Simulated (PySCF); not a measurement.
Atom-mapped SMILES (the numbers label the heavy atoms): `[CH2:1]=[CH:2][C:3](=[O:4])[Cl:5]`; H(Xn) means a hydrogen on atom n. Ha(C1) is cis to C3; Hb(C1) is trans to C3.

GIAO shifts from PySCF on PBE0-D3(BJ)/def2-TZVP geometries (one conformer, non-relativistic, equivalent nuclei averaged), against TMS at the same level and in the same medium; PCM means IEF-PCM chloroform.

Measured (solution, not stated per compound (mostly CDCl3 or CCl4); Pretsch, Buehlmann, Badertscher, Structure Determination of Organic Compounds, 4th ed. (2009)): H(C2) 6.35, Hb(C1) 6.16, Ha(C1) 6.63 ppm.

Which unscaled values do B97-2/pcSseg-2, gas; WP04/pcSseg-2, PCM; wB97X-D/pcSseg-2, PCM give, and how close are they?

Results:


```
 atoms  measured  B97-2/pcSseg-2, gas  WP04/pcSseg-2, PCM  wB97X-D/pcSseg-2, PCM
 H(C2)      6.35                 6.62                6.56                   6.80
Hb(C1)      6.16                 6.07                6.29                   6.59
Ha(C1)      6.63                 6.89                6.88                   7.20
```

Mean absolute error for ¹H: B97-2/pcSseg-2, gas 0.21, WP04/pcSseg-2, PCM 0.20, wB97X-D/pcSseg-2, PCM 0.48 ppm.

Carbons that carry Cl, above all several Cl atoms, come out too deshielded, partly because spin–orbit coupling is missing.
